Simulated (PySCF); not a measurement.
## Homolysis of methylsulfanylsilane, bond by bond

System: `CS[SiH3]` (CH6SSi). Coordinates in Å; atoms count from 1 in this order:
```
C     1.5338   -0.1401    0.0922
S     0.2700   -0.3197   -1.2086
Si   -1.4864    0.1240   -0.0730
H     2.5004   -0.3735   -0.3738
H     1.5691    0.8882    0.4794
H     1.3633   -0.8441    0.9192
H    -1.6432   -0.8207    1.0764
H    -2.6316   -0.0197   -1.0163
H    -1.4467    1.5152    0.4758
```

Energies: M06-2X/def2-TZVP (PySCF, density fitting, integration grid level 3) on PBE0-D3(BJ)/def2-SVP structures. Zero-point and thermal terms (298.15 K, 1 bar) come from unscaled PBE0-D3(BJ)/def2-SVP harmonic frequencies, with soft modes damped to free rotors in the entropy.

```csv
bond,r / Å,radicals,BDE(298 K) / kJ/mol,BDFE / kJ/mol,D₀ / kJ/mol,Dₑ / kJ/mol
C1–S2,1.823,CH3• + [SiH3][S],309,263,303,328
S2–Si3,2.138,C[S] + SiH3•,343,297,339,358
Si3–H,1.496,CS[SiH2] + H•,363,328,357,382
C1–H,1.098,[CH2]S[SiH3] + H•,398,362,391,429
```

Homolysis to relaxed radicals in the gas phase; the table need not hold every single bond outside rings.

Weakest of these: C1–S2 (309 kJ/mol); strongest: C1–H (398 kJ/mol).

Structures, frequencies and single points took 5.5 min of wall time on 1 thread of Intel Xeon 6975P-C (shared host), launched as `OMP_NUM_THREADS=1 python redox_run.py task.json out`.
